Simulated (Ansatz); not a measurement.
# The cluster Mg2O: geometry, orbitals and charge

What does the cluster Mg2O look like as a singlet, and where do its frontier electrons sit?

The runs use Ansatz 0.2.0, Gaussian basis; RKS PBE0-D4/def2-TZVP.

Plan: relaxation at B3LYP-D4/def2-TZVP; a single point at PBE0-D4/def2-TZVP.

1 further run of the same task is left out (set aside as unsound or not needed).

### 1 The system as given

3 atoms, charge 0, spin multiplicity 1.

Atoms are counted from 1 here; the program's logs count them from 0.

Bond lengths: Mg1–O3 1.707 Å, Mg2–O3 1.707 Å. Angles: Mg1–O3–Mg2 180.0°.

Geometry (Å):

```xyz
3
Mg2O
Mg    0.8488    0.7796    1.2591
Mg   -0.8489   -0.7796   -1.2590
O     0.0002   -0.0001   -0.0001
```

The start is a GFN2-xTB geometry.

### 2 Optimising with B3LYP-D4/def2-TZVP

The input, in.yaml:

```yaml
crystal:
  periodic: [false, false, false]
  atoms:
    - {symbol: Mg, position_ang: [0.848780, 0.779630, 1.259130]}
    - {symbol: Mg, position_ang: [-0.848930, -0.779580, -1.259010]}
    - {symbol: O, position_ang: [0.000160, -0.000050, -0.000120]}
basis:
  gaussian: {orbitals: def2-TZVP}
hamiltonian: {xc: {name: B3LYP}, dispersion: d4}
scf: {omitted_lower_state_checks: [starts]}
output: {orbitals: {seedname: orbitals}}
relax: {f_tol: 0.02, max_steps: 100}
```

Launch:

```sh
$ ansatz run in.yaml --threads 2 --pin off --events-out ev --progress --plain --max-ram 22528MiB --backend cpu
```

After this run come: Single point, PBE0-D4/def2-TZVP.

Before running them: what should the planned runs give, taken together? Wanted: point group; commonest bond; HOMO, LUMO at PBE0-D4/def2-TZVP; dipole at B3LYP-D4/def2-TZVP.

As calculated:

| quantity | value |
| --- | --- |
| point group | D∞h |
| commonest bond | Mg–O, 2 of mean length 1.805 Å |
| HOMO, LUMO at PBE0-D4/def2-TZVP | -4.38, -3.07 eV |
| dipole at B3LYP-D4/def2-TZVP | 0.00 D |

In words: The molecule keeps its bonding pattern by the stored test; the atoms moved 0.08 Å (rms). No usable vibrations, so a minimum isn't proven. Whether this spin is the lowest isn't tested here.
